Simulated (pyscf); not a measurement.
Atom transfer: Cl–Ge(Cl)(Cl)–Cl + H atom (H•) → hydrogen chloride (HCl) + Cl–Ge•(Cl)–Cl

Gas phase, doublet surface, charge 0. Bonds broken: Cl1–Ge2. Bonds formed: Cl1–H6. Structures and frequencies: ωB97X-D3(BJ)/def2-SVP in PySCF.

Transition state (Å):

```xyz
6

Cl    -0.2656    -0.4024     1.1455
Ge     0.3031     0.5375    -0.8453
Cl     1.3903     2.3364    -0.5085
Cl    -1.4554     0.9818    -1.9598
Cl     1.5142    -0.8130    -1.9594
H     -0.6792    -1.0815     2.5856
```

One imaginary mode, 1162i cm⁻¹; descent along it reached the two sides named.

```tsv
bond	change	reactant side (Å)	saddle	product side
Cl1–Ge2	breaks	2.116	2.274	3.4
Cl1–H6	forms	3.6	1.645	1.286
```

Electronic energies relative to the separated reactants (eV):

| level | barrier | reaction energy | reverse barrier |
|---|---|---|---|
| ωB97X-D3(BJ)/def2-TZVP | 0.58 | -0.42 | 1.00 |
| PBE/def2-TZVP | 0.05 | -0.78 | 0.83 |
| r²SCAN/def2-TZVP | 0.12 | -0.67 | 0.79 |
| B3LYP-D3(BJ)/def2-TZVP | 0.15 | -0.79 | 0.94 |
| PBE0-D3(BJ)/def2-TZVP | 0.28 | -0.57 | 0.86 |
| M06-2X/def2-TZVP | 0.51 | -0.57 | 1.07 |
| ωB97M-D3(BJ)/def2-TZVP | 0.49 | -0.66 | 1.15 |
| HF/def2-TZVP | 1.11 | -0.37 | 1.48 |

With ωB97M-D3(BJ)/def2-TZVP energies and thermal terms (ideal gas, 1 atm, RRHO with modes under 100 cm⁻¹ raised to 100, one conformer, R ln 2 for rigid chiral ones), in eV:

```json
[
 {"T (K)": "298", "ΔH‡": "0.48", "ΔG‡": "0.71", "ΔH": "-0.54", "ΔG": "-0.72"},
 {"T (K)": "600", "ΔH‡": "0.47", "ΔG‡": "0.95", "ΔH": "-0.58", "ΔG": "-0.89"},
 {"T (K)": "900", "ΔH‡": "0.45", "ΔG‡": "1.19", "ΔH": "-0.63", "ΔG": "-1.04"},
 {"T (K)": "1200", "ΔH‡": "0.44", "ΔG‡": "1.44", "ΔH": "-0.67", "ΔG": "-1.17"}
]
```

One saddle was located; it need not be the lowest between these sides. The angle at the transferred Cl is 180°. Elements up to Kr have no core potential and no relativistic terms here.
